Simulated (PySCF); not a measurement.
Point groups of optimised structures. Theory: PBE0-D3(BJ)/def2-SVP geometry optimisation, gas phase (PySCF 2.14.0). The symmetry is that of the one conformer found, every atom within 0.08 Å of its image; none is proved a minimum here. Atoms past krypton carry def2 core potentials.

(1) What symmetry has `[CH2:1]=[CH:2][C:3](=[O:4])[c:5]1[cH:6][cH:7][cH:8][cH:9][cH:10]1` with C1–C2–C3–O4 0°, C2–C3–C5–C6 -179°?

(2) What symmetry has CH2-triplet, `[CH2]` [triplet]?

(3) Point group, rotor type and polarity of MoNCl3, `[N]#[Mo]([Cl])([Cl])[Cl]`?

(4) What symmetry has `CC(C)(S)C`?

(5) `[CH3:1][O:2][C:3]1=[CH:4][CH:5]=[CH:6][C:7]1=[C:8]1[CH:9]=[CH:10]1` with C1–O2–C3–C4 0°, H–C1–O2–C3 60° (nearest H): symmetry, top, dipole?

## Answers

(1) Cs; asymmetric top; symmetry number 1; 2 operations, which sort the 18 atoms into 18 sets; dipole 2.65 D, in the ab plane, which is the mirror; A, B, C = 3523, 844.4, 681.2 MHz; heavy atoms equivalent by symmetry: none.

(2) C2v; near-prolate asymmetric top; symmetry number 2; 4 operations, which sort the 3 atoms into 2 sets; dipole 0.63 D, along b, the twofold axis; A, B, C = 1635719, 248763, 215925 MHz.

(3) C3v; oblate symmetric top; symmetry number 3; 6 operations, which sort the 5 atoms into 3 sets; dipole 1.23 D, along the axis.

(4) Cs; near-prolate asymmetric top; symmetry number 1; 2 operations, which sort the 15 atoms into 10 sets; dipole 1.61 D, in the ab plane, which is the mirror.

(5) Cs; asymmetric top; symmetry number 1; 2 operations, which sort the 18 atoms into 17 sets; dipole 3.84 D, in the ab plane, which is the mirror; A, B, C = 1964, 1234, 761.6 MHz.
